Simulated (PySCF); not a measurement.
# Computed and reference excited states of `c1ccnnc1` (pyridazine)

Published values to compare with (the computed states carry no symmetry labels, so the two lists aren't matched line by line):

```tsv
state	E (eV)	f	kind of transition	source
3B1(n→π*)	3.06		band maximum or as reported	[1]
3B1(n→π*)	3.19		vertical absorption	[2]
1B1(n→π*, first)	3.36		band maximum or as reported	[1]
3A2(n→π*)	3.55		band maximum or as reported	[1]
1B1(n→π*)	3.83	0.005	vertical absorption	[2]
1B1(n→π*)	3.93		vertical absorption	[3]
1A2(n→π*, first)	4.02		band maximum or as reported	[1]
3A2(n→π*)	4.11		vertical absorption	[2]
3B2(π→π*)	4.33		band maximum or as reported	[1]
1A2(n→π*)	4.37		vertical absorption	[2]
1A2(n→π*)	4.50		vertical absorption	[3]
3A1(π→π*)	4.68		band maximum or as reported	[1]
3A1(π→π*)	4.82		vertical absorption	[2]
1A1(π→π*)	5.01		band maximum or as reported	[1]
1A1(π→π*)	5.22		vertical absorption	[3]
1A1(π→π*)	5.26	0.016	vertical absorption	[2]
1A2(n→π*, second)	5.61		band maximum or as reported	[1]
1A2(n→π*)	5.72		vertical absorption	[2]
1A2(n→π*)	5.75		vertical absorption	[3]
1B1(n→π*, second)	6.00		band maximum or as reported	[1]
1B2(n→3s)	6.17	0.001	vertical absorption	[2]
1B1(n→π*)	6.37	0.004	vertical absorption	[2]
1B1(n→π*)	6.41		vertical absorption	[3]
1B2(π→π*)	6.50		band maximum or as reported	[1]
1B2(π→π*)	6.75	0.010	vertical absorption	[2]
1B2(π→π*)	6.93		vertical absorption	[3]
1B2(π→π*)	7.55		vertical absorption	[3]
1A1(π→π*)	7.82		vertical absorption	[3]
```

[1] measured, gas; Loos, Lipparini, Boggio-Pasqua, Scemama, Jacquemin (2019), arXiv:1912.04173, literature columns
[2] computed, theoretical best estimate (aug-cc-pVTZ, frozen core, CC3 geometry), gas; Veril, Scemama, Caffarel, Lipparini, Boggio-Pasqua, Jacquemin, Loos, WIREs Comput. Mol. Sci. 2021, 11, e1517 (QUESTDB)
[3] computed, CC3/TZVP, gas; arXiv:2401.06101 (2024), CC3 reference column of Thiel's set

Species: pyridazine, C4H4N2.
InChI=1S/C4H4N2/c1-2-4-6-5-3-1/h1-4H

Computed, not measured: PySCF, TDDFT PBE0/def2-SVPD, vertical, gas phase, core orbitals frozen in the response. Geometry: GFN2-xTB; no solvent, vibrations or thermal averaging.

Computed singlets: 3.42 eV (f 0.004); 3.90 eV (f 0.000); 5.84 eV (f 0.000); 5.88 eV (f 0.022); 6.34 eV (f 0.005); 6.39 eV (f 0.000); 6.69 eV (f 0.000); 7.02 eV (f 0.012). Computed triplets (Tamm–Dancoff): 2.63, 3.51, 4.41 eV.

**Question.** How does the lowest computed singlet compare with the best estimate listed for the lowest singlet (vertical absorption)?

**Answer.** 3.42 eV against 3.83 eV for 1B1(n→π*) [2]: a difference of -0.41 eV. Geometry and basis of the two calculations needn't be the same.

**Question.** How does the lowest computed triplet compare with the best estimate listed for the lowest triplet (vertical absorption)?

**Answer.** 2.63 eV against 3.19 eV for 3B1(n→π*) [2]: a difference of -0.56 eV. Geometry and basis of the two calculations needn't be the same.

A measured band maximum holds vibronic effects and, in solution, solvent shifts, so it needn't equal the vertical energy.

The run took 14 s wall on one thread, Arm Neoverse V1, no GPU (shared host).
